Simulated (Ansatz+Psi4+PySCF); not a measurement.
A calculation with Psi4 1.11.

```
molecule {
0 3
C 0.005930 0.001280 -1.957950
C 0.007640 -0.000810 -0.638600
C 0.004450 0.008950 0.645230
C -0.002850 -0.005330 1.942030
}

set basis cc-pVTZ
set reference rohf
set scf_type pk
energy('scf')
```

The input is written out from the run's settings.

Output:

```json
{
  "Converged": "yes",
  "Total energy": "-151.20371 hartree",
  "Spin squared of the determinant": "2.000"
}
```

This is not the lowest solution: another run reaches a determinant 0.06 eV lower. Caution: an unrestricted determinant lies well below.
